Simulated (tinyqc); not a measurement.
Worked calculation: UHF in the sto-3g basis, for H2O+, spin multiplicity 2. One step of it, computed by the program tinyqc.

Task: Iteration 2: building the Fock matrix. J_ij = sum D_kl (ij|kl) with D = D(alpha) + D(beta), K_ij = sum D_kl (ik|jl) for each spin; F = H + J - K(s); E = tr D H + tr D J / 2 - 0.5 sum_s tr D(s) K(s) + E_nn.

D(alpha) after iteration 1, lower triangle:
```
            1O 1s      1O 2s    1O 2px     1O 2py    1O 2pz      2H 1s     3H 1s
1O 1s    1.051282
1O 2s   -0.214536   0.909947
1O 2px   0.000000   0.000000  1.000000
1O 2py   0.002440  -0.012060  0.000000   0.616130
1O 2pz   0.037695  -0.177395  0.000000  -0.007861  0.829209
2H 1s   -0.029939   0.086218  0.000000   0.240456  0.166072   0.146964
3H 1s   -0.028474   0.085742  0.000000  -0.238800  0.164114  -0.043419  0.139220
```

D(beta) after iteration 1, lower triangle:
```
            1O 1s      1O 2s    1O 2px     1O 2py    1O 2pz      2H 1s     3H 1s
1O 1s    1.049359
1O 2s   -0.205608   0.869162
1O 2px   0.000000   0.000000  0.000000
1O 2py   0.002545  -0.012491  0.000000   0.592286
1O 2pz   0.042108  -0.195904  0.000000  -0.007289  0.824988
2H 1s   -0.035123   0.106315  0.000000   0.246902  0.165935   0.165592
3H 1s   -0.033514   0.105384  0.000000  -0.246747  0.164638  -0.044125  0.157872
```

core Hamiltonian H = T + V (hartree), lower triangle:
```
             1O 1s      1O 2s     1O 2px     1O 2py     1O 2pz      2H 1s      3H 1s
1O 1s   -32.446390
1O 2s    -7.547823  -9.073675
1O 2px    0.000000   0.000000  -7.239245
1O 2py   -0.000594  -0.007074   0.000000  -7.322270
1O 2pz   -0.009988  -0.124641   0.000000  -0.003207  -7.279016
2H 1s    -0.872840  -2.205731   0.000000  -1.396173  -0.991402  -4.072959
3H 1s    -0.773628  -2.003647   0.000000   1.284441  -0.913493  -0.561914  -3.944868
```

Two-electron integrals (ij|kl) in chemists' order, unique and non-zero (hartree):
```
(11|11) 4.785065    (21|11) 0.741380    (21|21) 0.136873    (22|11) 1.118947
(22|21) 0.256633    (22|22) 0.817206    (31|31) 0.024477    (32|31) 0.037809
(32|32) 0.180518    (33|11) 1.115814    (33|21) 0.256684    (33|22) 0.817023
(33|33) 0.880159    (41|41) 0.024477    (42|41) 0.037809    (42|42) 0.180518
(43|43) 0.047444    (44|11) 1.115814    (44|21) 0.256684    (44|22) 0.817023
(44|33) 0.785270    (44|44) 0.880159    (51|51) 0.024477    (52|51) 0.037809
(52|52) 0.180518    (53|53) 0.047444    (54|54) 0.047444    (55|11) 1.115814
(55|21) 0.256684    (55|22) 0.817023    (55|33) 0.785270    (55|44) 0.785270
(55|55) 0.880159    (61|11) 0.085871    (61|21) 0.015739    (61|22) 0.029387
(61|33) 0.029332    (61|41) 0.000576    (61|42) 0.001091    (61|44) 0.029448
(61|51) 0.000398    (61|52) 0.000755    (61|54) 0.000080    (61|55) 0.029387
(61|61) 0.001832    (62|11) 0.238132    (62|21) 0.055430    (62|22) 0.199159
(62|33) 0.195592    (62|41) 0.003402    (62|42) 0.027561    (62|44) 0.202692
(62|51) 0.002354    (62|52) 0.019072    (62|54) 0.004913    (62|55) 0.198992
(62|61) 0.006511    (62|62) 0.063483    (63|31) 0.005431    (63|32) 0.032936
(63|43) 0.005514    (63|53) 0.003816    (63|63) 0.008433    (64|11) 0.151411
(64|21) 0.035664    (64|22) 0.136863    (64|33) 0.130879    (64|41) 0.007323
(64|42) 0.050548    (64|44) 0.146481    (64|51) 0.001309    (64|52) 0.012188
(64|54) 0.006981    (64|55) 0.133069    (64|61) 0.004346    (64|62) 0.053099
(64|64) 0.052371    (65|11) 0.104777    (65|21) 0.024680    (65|22) 0.094710
(65|33) 0.090569    (65|41) 0.001309    (65|42) 0.012188    (65|44) 0.093735
(65|51) 0.006337    (65|52) 0.041370    (65|54) 0.007704    (65|55) 0.099716
(65|61) 0.003007    (65|62) 0.036745    (65|64) 0.030405    (65|65) 0.029474
(66|11) 0.419049    (66|21) 0.099076    (66|22) 0.410411    (66|33) 0.395369
(66|41) 0.006931    (66|42) 0.079689    (66|44) 0.425570    (66|51) 0.004797
(66|52) 0.055146    (66|54) 0.020900    (66|55) 0.409831    (66|61) 0.011695
(66|62) 0.175324    (66|64) 0.167604    (66|65) 0.115984    (66|66) 0.774606
(71|11) 0.076091    (71|21) 0.013947    (71|22) 0.026044    (71|33) 0.025997
(71|41) -0.000503   (71|42) -0.000955   (71|44) 0.026097    (71|51) 0.000348
(71|52) 0.000661    (71|54) -0.000069   (71|55) 0.026044    (71|61) 0.001598
(71|62) 0.005579    (71|64) 0.003454    (71|65) 0.002580    (71|66) 0.009961
(71|71) 0.001438    (72|11) 0.215507    (72|21) 0.050182    (72|22) 0.180873
(72|33) 0.177628    (72|41) -0.003066   (72|42) -0.025106   (72|44) 0.184085
(72|51) 0.002122    (72|52) 0.017379    (72|54) -0.004470   (72|55) 0.180722
(72|61) 0.005698    (72|62) 0.044306    (72|64) 0.026103    (72|65) 0.024888
(72|66) 0.096637    (72|71) 0.005222    (72|72) 0.052909    (73|31) 0.004863
(73|32) 0.029696    (73|43) -0.004989   (73|53) 0.003454    (73|63) 0.005584
(73|73) 0.006950    (74|11) -0.138565   (74|21) -0.032646   (74|22) -0.125718
(74|33) -0.120272   (74|41) 0.006578    (74|42) 0.045841    (74|44) -0.134451
(74|51) -0.001187   (74|52) -0.011176   (74|54) 0.006361    (74|55) -0.122285
(74|61) -0.003569   (74|62) -0.026519   (74|64) -0.010514   (74|65) -0.014646
(74|66) -0.054738   (74|71) -0.003519   (74|72) -0.044792   (74|74) 0.044478
(75|11) 0.095920    (75|21) 0.022598    (75|22) 0.087026    (75|33) 0.083257
(75|41) -0.001187   (75|42) -0.011176   (75|44) 0.086164    (75|51) 0.005685
(75|52) 0.037432    (75|54) -0.007002   (75|55) 0.091558    (75|61) 0.002664
(75|62) 0.025107    (75|64) 0.014572    (75|65) 0.019480    (75|66) 0.059314
(75|71) 0.002436    (75|72) 0.031007    (75|74) -0.025978   (75|75) 0.024933
(76|11) 0.055199    (76|21) 0.012973    (76|22) 0.050870    (76|33) 0.049731
(76|41) -0.000008   (76|42) -0.000115   (76|44) 0.050792    (76|51) 0.000856
(76|52) 0.008420    (76|54) -0.000023   (76|55) 0.052031    (76|61) 0.001505
(76|62) 0.015963    (76|64) 0.011695    (76|65) 0.010448    (76|66) 0.046506
(76|71) 0.001334    (76|72) 0.014708    (76|74) -0.011001   (76|75) 0.009735
(76|76) 0.005261    (77|11) 0.403077    (77|21) 0.095321    (77|22) 0.396168
(77|33) 0.382112    (77|41) -0.006466   (77|42) -0.075354   (77|44) 0.410337
(77|51) 0.004476    (77|52) 0.052162    (77|54) -0.019538   (77|55) 0.395637
(77|61) 0.010815    (77|62) 0.102856    (77|64) 0.057590    (77|65) 0.062405
(77|66) 0.251968    (77|71) 0.009960    (77|72) 0.157129    (77|74) -0.152221
(77|75) 0.105373    (77|76) 0.046506    (77|77) 0.774606
```

nuclear repulsion = 6.90164671 hartree

Give: Coulomb J; exchange K(alpha); exchange K(beta); F(alpha); F(beta); total energy of this density.

Result:

Coulomb J (hartree), lower triangle:
```
          1O 1s    1O 2s  1O 2px   1O 2py  1O 2pz   2H 1s   3H 1s
1O 1s   16.5387
1O 2s    3.0819   7.4960
1O 2px   0.0000   0.0000  7.4337
1O 2py  -0.0004   0.0005  0.0000   7.5093
1O 2pz  -0.0096  -0.0089  0.0000   0.0006  7.5220
2H 1s    0.3547   1.8032  0.0000   1.2360  0.8581  3.8129
3H 1s    0.3144   1.6361  0.0000  -1.1336  0.7876  0.4608  3.6823
```

exchange K(alpha) (hartree), lower triangle:
```
         1O 1s    1O 2s  1O 2px   1O 2py  1O 2pz   2H 1s   3H 1s
1O 1s   4.8935
1O 2s   0.8399   1.3281
1O 2px  0.0000   0.0000  1.1418
1O 2py  0.0001  -0.0024  0.0000   0.9725
1O 2pz  0.0014  -0.0575  0.0000  -0.0012  1.0695
2H 1s   0.1021   0.3713  0.0000   0.2655  0.1847  0.3672
3H 1s   0.0907   0.3401  0.0000  -0.2502  0.1736  0.0694  0.3317
```

exchange K(beta) (hartree), lower triangle:
```
         1O 1s    1O 2s  1O 2px   1O 2py  1O 2pz   2H 1s   3H 1s
1O 1s   4.8664
1O 2s   0.8013   1.1304
1O 2px  0.0000   0.0000  0.2564
1O 2py  0.0001  -0.0025  0.0000   0.9067
1O 2pz  0.0010  -0.0690  0.0000  -0.0008  1.0147
2H 1s   0.0966   0.3425  0.0000   0.2628  0.1803  0.3775
3H 1s   0.0858   0.3147  0.0000  -0.2486  0.1698  0.0667  0.3440
```

F(alpha) (hartree), lower triangle:
```
           1O 1s    1O 2s   1O 2px   1O 2py   1O 2pz    2H 1s    3H 1s
1O 1s   -20.8011
1O 2s    -5.3058  -2.9058
1O 2px    0.0000   0.0000  -0.9474
1O 2py   -0.0011  -0.0042   0.0000  -0.7855
1O 2pz   -0.0210  -0.0760   0.0000  -0.0014  -0.8265
2H 1s    -0.6202  -0.7739   0.0000  -0.4256  -0.3180  -0.6272
3H 1s    -0.5500  -0.7076   0.0000   0.4010  -0.2994  -0.1704  -0.5943
```

F(beta) (hartree), lower triangle:
```
           1O 1s    1O 2s   1O 2px   1O 2py   1O 2pz    2H 1s    3H 1s
1O 1s   -20.7740
1O 2s    -5.2673  -2.7081
1O 2px    0.0000   0.0000  -0.0620
1O 2py   -0.0011  -0.0040   0.0000  -0.7196
1O 2pz   -0.0206  -0.0645   0.0000  -0.0018  -0.7717
2H 1s    -0.6147  -0.7450   0.0000  -0.4229  -0.3136  -0.6375
3H 1s    -0.5451  -0.6822   0.0000   0.3994  -0.2956  -0.1678  -0.6065
```

total energy of this density = -74.563805 hartree
